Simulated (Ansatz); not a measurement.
Z-matrix (Å, degrees):
```
C
S 1 1.783
O 1 1.432 2 110.5
H 1 1.090 2 111.6 3 121.9
H 1 1.091 2 107.1 3 -119.5
H 2 1.343 1 96.7 3 -73.8
C 3 1.334 1 115.0 2 -170.4
O 7 1.196 3 125.7 1 0.1
H 7 1.099 3 109.1 1 -180.0
```

Total charge 0; spin multiplicity 1.

(1) List the PBE0/def2-TZVPP orbital energies in eV (Ansatz 0.2.0). (Best estimate.)

Results:

(1) The calculation gave: Occupied: -2422.82, -524.50, -522.78, -281.92, -280.93, -218.16, -162.01, -161.92, -161.77, -31.58, -29.14, -22.66, -19.41, -17.02, -15.28, -14.56, -13.83, -12.45, -11.83, -10.80, -10.12, -9.26, -8.65, -7.51. Lowest empty: -0.16, 0.17, 1.29, 1.94, 2.45, 2.64, 2.90, 4.23.
